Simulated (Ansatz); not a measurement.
`CC(O)CF` + HCl → `CC(Cl)CF` + H₂O  (substitution at a C–O bond)

Computed with Ansatz on PBE0-D4/def2-TZVP structures; ΔE is electronic, products minus reactants. CCSD(T)/CBS is the MP2 limit (def2-TZVPP, def2-QZVPP) plus CCSD(T) − MP2 in def2-TZVPP, frozen cores. This one scheme is used for every species. Functionals use def2-TZVPP. B3LYP here is the variant with VWN-RPA as its local correlation; programs differ in this. Each species was taken in one conformer, which may not be the lowest.

| level | ΔE (eV) |
| --- | --- |
| B3LYP | -0.11 |
| CCSD(T)/def2-TZVPP | -0.15 |

Q: What does CCSD(T)/CBS give? (Estimate.)

A: The calculation gave: -0.21 eV. The listed levels differ from it by 0.10, 0.06 eV.

Largest T1 diagnostic among the species: 0.010.

The D4 term adds −0.04 eV with B3LYP and −0.02 eV with PBE0; it sums over pairs of atoms, weighted by their polarisabilities, and B3LYP, whose exchange is more repulsive, gets the larger term. Leaving LDA and LC-ωPBE aside and taking each functional with its dispersion term where it has one, the values, not all of them listed here, spread over 0.10 eV, from revPBE-D4 to CAM-B3LYP-D4. LDA lies +0.06 eV from PBE without D4.
